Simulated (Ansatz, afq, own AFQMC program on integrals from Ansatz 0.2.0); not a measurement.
Where AFQMC and coupled cluster stand for Al2H2, triplet

```yaml
atoms:
  - { symbol: Al, position_ang: [0.0000, 0.0000, 1.4050] }
  - { symbol: Al, position_ang: [0.0000, 0.0000, -1.4050] }
  - { symbol: H, position_ang: [0.0000, 0.0000, 2.9795] }
  - { symbol: H, position_ang: [0.0000, 0.0000, -2.9795] }
```

Connectivity, by distances: AlH–AlH.

Basis 6-31G. Only valence electrons are correlated. Integrals, coupled cluster, full CI and functionals: Ansatz 0.2.0; the random walks run on the same integrals in our own AFQMC program. ph-AFQMC/CISD is guided by a CISD state made of CCSD amplitudes; releasing the constraint for a short imaginary time cuts its bias at the price of noise, slowly where states lie close. Uncertainties: one standard error, sampling alone.

Determinant: UHF, the one that the program's search chose, which needn't be the lowest solution. The geometry is a point of a scan.

Full CI on the same integrals is exact in this basis and with this determinant's frozen core.

Cautions: lower spins were not checked; the search met a lower determinant of the same kind, perhaps of another symmetry (12 meV lower), and this one is a saddle point; the released energies have errors that jump between times, so the bars are unsure, so no released level is given (meV from the phaseless value at times in 1/Eh: 36 ± 39 at 0.24, -5.6 ± 1.8 at 0.51, -12 ± 4 at 0.99, -22 ± 4 at 1.62, -11 ± 11 at 2.40).

The T1 diagnostic is 0.0191 and the weight of the determinant in the CISD state is 0.878. The ⟨S²⟩ of the determinant is 2.030 and the size of the correlated space is 8 electrons in 20 orbitals.

```
  level  correlation energy (eV)
    MP2                  -1.8083
   CCSD                  -2.5488
CCSD(T)                  -2.6289
```

Problem. Estimate where full CI lies against CCSD(T) on the same integrals.

Solution. 5.5 kJ/mol below CCSD(T).

Reference: full CI, correlation energy -2.686 eV.

```csv
level,E − E(reference) (kJ/mol),share of correlation (%)
CCSD(T),5.5,97.87
CCSDT,2.0,99.24
CCSDT(Q),0.8,99.70
CCSDTQ,0.1,99.94
ph-AFQMC/CISD,4.4 ± 0.4,98.30
```

CCSDT and higher add their correlation energy to the determinant of the CCSD(T) run, since their own runs factorise the integrals more tightly (a shift of under 2 meV). A walk keeps the symmetry of its determinant, which the program's search chose and which needn't be the lowest solution, so a lower state of the same spin and another symmetry isn't excluded.
